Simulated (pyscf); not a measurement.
7 gas-phase steps of one pattern: four-centre exchange on the singlet surface, As–O + H–H or H–H + O–P broken and As–H + H–O or H–O + H–P formed. Optimised with ωB97X-D3(BJ)/def2-SVP in PySCF. Electronic energies in kJ/mol, from the separated reactants; ΔE‡ and ΔE at ωB97M-D3(BJ)/def2-TZVP. Rows were drawn at random from the steps of this pattern with a verified saddle, stable references and no exit in the data more than 5 kcal/mol lower.

```tsv
row	step	ΔE	ΔE‡
1	HO–AsH₂ + H₂ → AsH₃ + H₂O	-51.1	204.4
2	HO–As(OH)–O–AsH₂ + H₂ → HO–As(OH)–OH + AsH₃	-45.3	213.0
3	HO–PH₂ + H₂ -> PH₃ + H₂O	-34.0	247.4
4	HO–P(OH)–O–PH₂ + H₂ → HO–P(OH)–OH + PH₃	-29.7	261.7
5	HO–PH–PH₂ + H₂ → H₂P–PH₂ + H₂O	-21.4	244.4
6	HO–P=PH + H₂ → HP=PH + H₂O	-8.3	209.4
7	HO–AsH–OH + H₂ -> HO–AsH₂ + H₂O	-0.2	?
```

Question: Fit ΔE‡ = a + b·ΔE to the other rows and predict row 7.

Answer: Over the 6 complete rows the means are -31.6 (ΔE) and 230.1 (ΔE‡); least squares gives b = 0.34 and a = 240.8 kJ/mol, with residuals of 21.4 kJ/mol (root mean square; largest 31.0, row 4). For row 7: 240.8 + 0.34 × (-0.2) = 240.7 kJ/mol, an extrapolation. The computed barrier is 205.2 kJ/mol, 35.5 under the line. The scatter is large against the spread of the barriers, so the line says little here. Each barrier is that of the saddle found. Elements up to Kr have no core potential and no relativistic terms here.
